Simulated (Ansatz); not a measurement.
in.yaml

```yaml
crystal:
  periodic: [false, false, false]
  atoms:
    - {symbol: B, position_ang: [0.000000, -0.188734, 0.770282]}
    - {symbol: N, position_ang: [0.000000, 0.083919, -0.707707]}
    - {symbol: H, position_ang: [0.000000, 0.858162, 1.572634]}
basis:
  gaussian: {orbitals: STO-3G, point_charges: [{charge: -1.00, position_ang: [4.715, 0.333, -0.803]}]}
magnetization: {spin_polarized: true, initial_magnetization: 3}
correlation: {method: bccd_t, electrons: valence}
accuracy: high
scf: {lower_state_search: light}
```

```sh
$ ansatz run in.yaml --threads 1 --pin off --events-out ev --progress --plain --max-ram 2393MiB
```

The program prints:

```
168 factors; integrals over basis functions are off by at most 1.6e-8 eV
mean field evaluation 1: about -2135.8279 eV, gradient 9.0e0 eV
mean field evaluation 2: about -2135.8608 eV, gradient 8.9e0 eV
mean field evaluation 4: about -2137.2150 eV, gradient 1.3e0 eV
mean field evaluation 8: about -2137.2925 eV, gradient 9.0e-2 eV
mean field evaluation 16: about -2137.2917 eV, gradient 2.7e-8 eV
mean field evaluation 32: about -2133.6586 eV, gradient 5.2e0 eV
mean field evaluation 64: about -2134.5846 eV, gradient 2.6e-2 eV
mean field evaluation 96: about -2134.2915 eV, gradient 2.7e-4 eV
mean field evaluation 128: about -2125.8972 eV, gradient 4.4e0 eV
mean field evaluation 160: about -2134.5846 eV, gradient 3.4e-2 eV
...
cycle  20  -1.52338666 eV  change   -2.9e-8 eV  update   4.4e-8
cycle  21  -1.52338663 eV  change    3.4e-8 eV  update   3.0e-8
cycle  22  -1.52338662 eV  change    8.5e-9 eV  update   2.1e-8
cycle  23  -1.52338658 eV  change    4.6e-8 eV  update   4.7e-8
cycle  24  -1.52338657 eV  change    8.0e-9 eV  update   2.6e-8
cycle  25  -1.52338656 eV  change    2.9e-9 eV  update   1.3e-8
cycle  26  -1.52338656 eV  change    1.7e-9 eV  update   7.6e-9
cycle  27  -1.52338656 eV  change  -1.9e-10 eV  update   3.5e-9
cycle  28  -1.52338656 eV  change  -1.2e-10 eV  update   1.6e-9
cycle  29  -1.52338656 eV  change  -2.7e-10 eV  update  7.5e-10
perturbative correction -0.03825095 eV, -0.0014056965 hartree
Total energy: -2138.85336034 eV, -78.6014112256 hartree
```

Ran on 1 thread of Arm Neoverse V1, shared host: 0.27 s wall, 0.06 GiB peak host memory.
